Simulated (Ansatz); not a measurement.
# AlBSi (triplet): wave-function methods side by side, def2-QZVPP

An exercise on one series of results from a longer session: the logs are not shown, and one member is left open.

Computed with Ansatz 0.2.0, Gaussian basis. Level: def2-QZVPP, core rule «outside noble gas», up to 11 orbitals frozen.

The runs, in order: UHF; ROHF; CCSD(T) on UHF.

2 further runs of the same task are left out: 2 set aside as unsound or not needed. Runs told in other sessions of the task aren't counted.

## The geometry

The geometry is a PBE0/def2-TZVP stationary point (not a proven minimum) of the parent state, kept for this charge and spin.

3 atoms, charge 0, spin multiplicity 3.

Atoms are counted from 1 here; the program's logs count them from 0.

Bond lengths: Al1–B2 1.956 Å, Al1–Si3 2.412 Å, B2–Si3 1.863 Å. Angles: B2–Al1–Si3 49.2°, Al1–B2–Si3 78.3°, Al1–Si3–B2 52.6°.

Set-up of the first run:

File in.yaml:

```yaml
crystal:
  periodic: [false, false, false]
  atoms:
    - {symbol: Al, position_ang: [0.000000, -0.235516, 1.239346]}
    - {symbol: B, position_ang: [0.000000, 1.236586, -0.048093]}
    - {symbol: Si, position_ang: [0.000000, -0.249742, -1.172118]}
basis:
  gaussian: {orbitals: "def2-QZVPP.json"}
magnetization: {spin_polarized: true, initial_magnetization: 2}
hamiltonian: {xc: hf}
output: {orbitals: {seedname: orbitals}}
```

The run is started by

```console
ansatz run in.yaml --threads 1 --pin off --events-out ev --progress --plain --max-ram 2393MiB
```

Among the steps run: UHF; ROHF; CCSD(T) on UHF.

One of the session's tables, all rows but one given; the rest of the session is left out.

| method | from UCCSD(T) (kcal/mol) |
| --- | --- |
| ROHF | +192.95 |
| UHF | ? |
| UMP2 | +33.19 |
| UCCSD | +15.11 |
| UCCSD(T) | 0 |

Estimate the missing values for UHF.

The run gave: from UCCSD(T) (kcal/mol): +183.43. In the column «from UCCSD(T) (kcal/mol)» it lies between UMP2 (+33.19) and ROHF (+192.95).
